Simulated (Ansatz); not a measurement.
## Ansatz (development build ahead of 0.2.0) run

```yaml
crystal:
  periodic: [false, false, false]
  atoms:
    - { symbol: S, position_ang: [0.0, 0.0, 0.0] }
    - { symbol: O, position_ang: [0.0, 3.3037, 0.0] }
    - { symbol: Na, position_ang: [0.0, -5.2357, 0.0] }
basis:
  gaussian: { orbitals: pcseg-2 }
magnetization:
  spin_polarized: true
  initial_magnetization: 3
hamiltonian:
  xc: pbe
```

The input is written out in the form of the current development build from the run's settings.

Results

```yaml
Converged: yes
Total_energy: -635.16759 hartree
Spin_squared_of_the_determinant: 4.209
Stability_test: minimum
```

Caution: charge can spread falsely over distant fragments; the unrestricted determinant is spin contaminated; other spin multiplicities may lie lower.
